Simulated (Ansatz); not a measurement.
## COF2 (carbonyl fluoride): the vertical electron affinity, rung by rung

COF2 has 4 atoms, charge 0, and is taken as a singlet. As SMILES, `O=C(F)F`. The shape is that of a PBE0-D4/def2-TZVP optimisation.

Each level gives the vertical electron affinity (to the doublet anion) (eV). The values are calculated.

The electron affinity is E(neutral) − E(anion): positive where the electron is bound.

| level | kind | program | value (eV) | less FCI/STO-3G | CPU time (all runs) |
| --- | --- | --- | --- | --- | --- |
| HF/STO-3G | Hartree–Fock | Ansatz | -7.46 | +1.84 | 0.22 s |
| BLYP/STO-3G | GGA | Ansatz | -8.49 | +0.81 | 2.5 s |
| revPBE/STO-3G | GGA | Ansatz | -8.46 | +0.84 | 2.5 s |
| r2SCAN/STO-3G | meta-GGA | Ansatz | -8.08 | +1.22 | 6.8 s |
| B3LYP/STO-3G | global hybrid | Ansatz | -7.81 | +1.49 | 2.6 s |
| r2SCAN0/STO-3G | hybrid meta-GGA | Ansatz | -7.57 | +1.73 | 6.6 s |
| CAM-B3LYP/STO-3G | range-separated hybrid | Ansatz | -7.69 | +1.61 | 3.1 s |
| CCSDT/STO-3G | coupled cluster or CI | Ansatz | -9.30 | 0.00 | 2.5 s |
| FCI/STO-3G | exact in the basis | Ansatz | -9.30 | 0.00 | 5.4 s |

FCI/STO-3G is exact within its basis and frozen core, so for wave-function methods in that basis the difference is their error; functionals converge differently with the basis, so for them it is only a difference. The values span -9.30 to -7.46 eV. All rows use very small basis sets, so even the best lies far from the true value. Negative values mean that the anion is unbound at that level; they are set by how diffuse the basis is and aren't properties of the molecule. Times are those of the runs behind each value, whatever else they computed, on shared processors of several kinds: orders of magnitude only.
